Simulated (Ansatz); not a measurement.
## C2H, doublet in 6-31G: errors against full CI

Geometry: a point of a stretch scan, not a stationary point.

```csv
atom,x (Å),y (Å),z (Å)
C,0.0000,0.0000,0.0090
C,0.0000,0.0000,-1.0840
H,0.0000,0.0000,1.0750
```

Basis 6-31G; Ansatz 0.2.0. Correlated methods freeze the noble-gas cores, which leaves 9 electrons in 18 orbitals. R marks a restricted (for open shells ROHF) determinant, U an unrestricted one. Active spaces: valence = (9e, 9o) chosen from the atoms' valence shells; pair = (3e, 3o) about the gap.

Full CI is exact within this basis and frozen core; it isn't the basis-set limit. The frozen core follows each run's orbitals, which can shift R against U totals by a few meV.

Unrestricted rows (U) aren't spin-pure: their determinants' ⟨S²⟩ exceeds S(S+1) by up to 0.17, so they mix in states of higher spin. For open shells CISD and CISDTQ are restricted-active-space CI with the open shells as a complete middle space.

The UHF ⟨S²⟩ is 0.918, the T1 diagnostic (RCCSD) is 0.0249 and the largest doubles amplitude (RCCSD) is 0.096. The T1 diagnostic (UCCSD) is 0.0373.

| level | E − E(RHF) (eV) |
| --- | --- |
| UHF | -0.2666 |
| RMP2 | -4.1071 |
| UMP2 | -3.9625 |
| RCCSD | -4.6263 |
| UCCSD | -4.6269 |
| RCCSD(T) | -4.7445 |
| UCCSD(T) | -4.7393 |

Task: Estimate how far full CI in 6-31G lies from RCCSD(T). The table doesn't fix it; the size of (T) and the diagnostics are the guide.

Result: Full CI in 6-31G lies 29 meV below RCCSD(T), which is 25 % of the (T) step (-118 meV). The diagnostics are small and one determinant leads, so the series closes fast and only a small part of (T) is left.

The other levels:

```
                     level  E − E(full CI) (meV)  share of correlation (%)  wall time
                      CISD                   442                     90.73     0.57 s
                   BCCD(T)                    31                     99.36     0.63 s
                    RCCSDT                    20                     99.59          –
                    UCCSDT                    19                     99.59          –
                    CISDTQ                    19                     99.60        6 s
                 RCCSDT(Q)                     1                     99.98      3.5 s
                 UCCSDT(Q)                     2                     99.95      3.5 s
                   RCCSDTQ                     2                     99.96       32 s
       CASSCF (pair space)                  4059                     14.96          –
       NEVPT2 (pair space)                   535                     88.79     0.36 s
       MRCISD (pair space)                   328                     93.12          –
     MRCISD+Q (pair space)                    43                     99.09     0.75 s
    CASSCF (valence space)                  1265                     73.49          –
    NEVPT2 (valence space)                   338                     92.92      2.7 s
NEVPT4(SD) (valence space)                    47                     99.02      3.9 s
    MRCISD (valence space)                    41                     99.15          –
  MRCISD+Q (valence space)                    14                     99.70      4.2 s
```

The correlation energy at full CI, counted from RHF, is -4.774 eV. That run took 72 s on 1 thread of Arm Neoverse V1, shared host over 6,551,776 determinants.

Times hold each run's SCF and search for its determinant on a shared host, so for small cases they say little of a method's own cost; they ran on 1 thread of Arm Neoverse V1.

The full-CI state has the irrep A1 of C2v, in the program's axes (one component, if the state is degenerate).

Natural occupations of full CI about the gap: 1.980 1.971 1.923 1.923 0.999 0.068 0.068 0.025 0.011 0.008; effectively unpaired electrons, Σ n²(2−n)², 1.09.
